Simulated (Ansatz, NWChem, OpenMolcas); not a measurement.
Abstraction of Cl: NClO + CH3 → NO + CH3Cl

Species: NClO `O=NCl`, singlet; CH3 (methyl radical) `[CH3]`, doublet; NO, doublet; CH3Cl (chloromethane) `CCl`, singlet. A radical takes Cl: the energy is the difference in strength between the N–Cl bond broken and the C–Cl bond made.

Shapes, held fixed at every level: PBE0-D4/def2-TZVP. Programs: Ansatz 0.2.0, NWChem 7.3.0, OpenMolcas 26.06. A level may come from different programs for different species; with the same settings they agree closely. The zero-point and thermal change to 298 K, harmonic and unscaled (PBE0-D4/def2-TZVP), is +13.0 kJ/mol.

```tsv
level	kind	ΔH(298 K) (kJ/mol)
HF/STO-3G	Hartree–Fock	-284.6
HF/3-21G	Hartree–Fock	-223.5
SVWN5/STO-3G	LDA	-193.8
PBE/STO-3G	GGA	-177.9
B3LYP/STO-3G	global hybrid	-208.3
FCI/STO-3G	exact in the basis	-233.0
B3LYP/6-31G* (Cartesian functions)	global hybrid	-179.8
```

B3LYP/6-31G* (Cartesian functions) gives ΔH(298 K) = -179.8 kJ/mol; the levels span -284.6 to -177.9. The median of the levels is -208.3. No measured value is set beside it here. Spin contamination: NO (⟨S²⟩ up to 0.91). Open shells run unrestricted unless RO is named. Rows in sets without polarisation functions are far from converged.
